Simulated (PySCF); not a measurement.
**aminomethyl anion: adiabatic energies of losing or gaining an electron at several levels**

Structure: `[CH2-]N` ([CH4N]-).

All levels share the PBE0-D3(BJ)/ma-def2-SVP structures and the PBE0-D3(BJ)/ma-def2-SVP thermal terms; only the single-point energies (PySCF) change. Values are adiabatic energies of losing or gaining an electron (0 K, eV).

| level | detachment energy to the radical | abs. error | time |
| --- | --- | --- | --- |
| HF/ma-def2-TZVP | -1.94 | 1.39 | 2.2 s |
| PBE0-D3(BJ)/ma-def2-TZVP | -0.73 | 0.19 | – |
| CCSD(T)/ma-def2-TZVP | -0.67 | 0.13 | 5 min |
| MP2/ma-def2-TZVP | -0.61 | 0.07 | 9.4 s |
| ATcT 1.112 | -0.54 |  |  |

Times are wall times for all single points of a level on 1 thread of Arm Neoverse N1, a shared host; the dash marks the run that also made the structures.

Hartree-Fock leaves out electron correlation, so its ionisation energies and electron affinities from energy differences come out too low, often by 1 eV or more.

The spread: 1.32 eV, from -1.94 to -0.61.

Note: the parent anion holds its electron weakly or not at all, so the values hang on the basis.

Differences come from unrounded values, so a last digit can differ from that of the printed terms.
